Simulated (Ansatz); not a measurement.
Predict the output of the script below (the Ansatz DFT code, driven from Python).

`alclh3.xyz`
```text
5

Al   -0.12240    0.00860   -0.00310
Cl    2.08230   -0.14610    0.05290
H    -0.54170    1.49870   -0.39630
H    -0.71800   -0.35030    1.43470
H    -0.70020   -1.01090   -1.08830
```

`run_relaxed_scan.py`:
```python
"""One bond of AlClH3(-) held at set lengths while the rest relaxes."""

import ansatz as az
import numpy as np

alclh3 = az.Crystal.molecule_from_extxyz("alclh3.xyz")

calculation = alclh3.calculation().basis(gaussian="def2-SVP").functional("hf").charge(-1)
symbols = [site.symbol for site in alclh3.cartesian_sites]
pairs = [(0, 1), (0, 2), (0, 3), (0, 4)]
print("held (A)   E (eV)        ", "  ".join(f"{symbols[i]}{i}-{symbols[j]}{j}" for i, j in pairs))
for length in [1.47, 1.6, 1.72, 1.92, 2.16]:
    r = calculation.relax(constraints=[az.DistanceConstraint((0, 2), at=length)], force_tolerance=0.02, max_steps=60).run(threads=1, backend="cpu").report
    xyz = np.array(r["positions_ang"])
    print(f"{length:6.2f} {r['free_energy_ev']:14.5f}  ", "  ".join(f"{np.linalg.norm(xyz[i] - xyz[j]):.3f}" for i, j in pairs))
```

Running `python run_relaxed_scan.py` prints:
```text
held (A)   E (eV)         Al0-Cl1  Al0-H2  Al0-H3  Al0-H4
DeckWarning: relax.constraints: the input's atoms, or those drawn, lie off the distances that are held; a relaxation that starts there is brought onto them ahead of its first SCF, by positions alone, an atom by 6.36e-2 Å at the most. With the symmetry detection on, the symmetry is detected on the input's atoms as so [...]
  1.47   -19130.39487   2.257  1.470  1.637  1.637
  1.60   -19130.57065   2.251  1.600  1.631  1.631
  1.72   -19130.53477   2.244  1.720  1.626  1.626
  1.92   -19130.24803   2.232  1.920  1.618  1.618
  2.16   -19129.74958   2.216  2.160  1.610  1.610
```
(Warnings from the package without file and line, shortened, repeats left out.)

Caveats:
- Total energies depend on the basis set; only differences at equal settings carry meaning.
- The energies are electronic: no zero-point or thermal terms, and the basis set is short of its limit.
- Anions want diffuse functions, which this basis lacks.
- Hardware and time: 12 s on 1 thread of Arm Neoverse V1, on a shared host, peak memory 0.17 GiB.
